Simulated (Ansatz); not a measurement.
Input for Ansatz (development build ahead of 0.2.0):

```yaml
crystal:
  periodic: [false, false, false]
  atoms:
    - { symbol: C, position_ang: [0.0, 0.0, -0.3263] }
    - { symbol: C, position_ang: [0.0, 0.0, 1.1508] }
    - { symbol: F, position_ang: [0.0, 1.2576, -0.7872] }
    - { symbol: F, position_ang: [1.0891, -0.6288, -0.7872] }
    - { symbol: F, position_ang: [-1.0891, -0.6288, -0.7872] }
    - { symbol: "N", position_ang: [0.0, 0.0, 2.3297] }
basis:
  gaussian: { orbitals: pcseg-2 }
magnetization:
  spin_polarized: true
hamiltonian:
  xc: r2scan
```

The input is written out in the form of the current development build from the run's settings.

Output:

```
Converged                       : yes
Total energy                    : -430.44391 hartree
Spin squared of the determinant : 0.000
Stability test                  : minimum
```
